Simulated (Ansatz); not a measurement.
This script makes the interaction energy of a dimer with the counterpoise correction of ClF with Ansatz 0.2.0 through its Python package.

`run_dimer.py`
```python
"""Binding of a ClF dimer at a trial geometry."""

from dataclasses import dataclass
import logging
import sys

import ansatz

logging.basicConfig(stream=sys.stdout, format="%(levelname)s:%(name)s:%(message)s")
log = logging.getLogger("ansatz_job")
log.setLevel(logging.INFO)


@dataclass
class RunConfig:
    basis_set: str = "def2-SVP"
    functional: str = "b3lyp"


cfg = RunConfig()

FIRST = [
    ("F", (0.853, 0.0, 0.0)),
    ("Cl", (-0.853, 0.0, 0.0)),
]
SECOND = [
    ("F", (-2.6004, -4.2159, 1.4039)),
    ("Cl", (-2.3443, -2.548, 1.1529)),
]

def energy(atoms, ghosts=()):
    molecule = ansatz.Crystal.molecule()
    for symbol, xyz in atoms:
        molecule = molecule.atom(symbol, xyz)
    calc = (
        molecule.calculation()
        .basis(gaussian=cfg.basis_set)
        .functional(cfg.functional)
    )
    deck = calc.input()
    if ghosts:
        deck = deck.set(ansatz.key.basis.gaussian.ghost_atoms, [{"symbol": s, "position_ang": list(xyz)} for s, xyz in ghosts])
    return ansatz.Session.from_dict(deck).plan().execute().report["free_energy_ev"]


def main() -> None:
    # monomers in their own basis and in the basis of the dimer
    both = energy(FIRST + SECOND)
    alone = energy(FIRST) + energy(SECOND)
    ghosted = energy(FIRST, SECOND) + energy(SECOND, FIRST)
    log.info(f"dimer {both:.6f} eV")
    log.info(f"interaction, uncorrected   {(both - alone):8.3f} eV")
    log.info(f"interaction, counterpoise  {(both - ghosted):8.3f} eV")
    log.info(f"basis-set superposition    {(alone - ghosted):8.3f} eV")


if __name__ == "__main__":
    main()
```

How large is the interaction at this pose, and how much of it is basis-set superposition?

Uncorrected it is 0.005 eV, with the counterpoise correction 0.046 eV; the difference, 0.04 eV, is the superposition error. In this basis both values are repulsive.

The run itself:

`python run_dimer.py` gives:
```text
INFO:ansatz_job:dimer -30462.382040 eV
INFO:ansatz_job:interaction, uncorrected      0.005 eV
INFO:ansatz_job:interaction, counterpoise     0.046 eV
INFO:ansatz_job:basis-set superposition       0.041 eV
```

The settings weren't tested for convergence. The dimer is a generated trial pose of unrelaxed monomers, not a minimum, so the figure is no binding energy, and the basis set is small. b3lyp holds the VWN-RPA fit, as in Gaussian; the form of ORCA and Turbomole is b3lyp5. This level lacks the dispersion part of the attraction (electrostatics and induction are there), which can decide the sign where the interaction is weak. It ran for 3.6 s on 1 thread of Intel(R) Xeon(R) 6975P-C (Granite Rapids), with other jobs on the host, peak memory 0.18 GiB.

(Lines on the test bed's own set-up are left out of the output.)
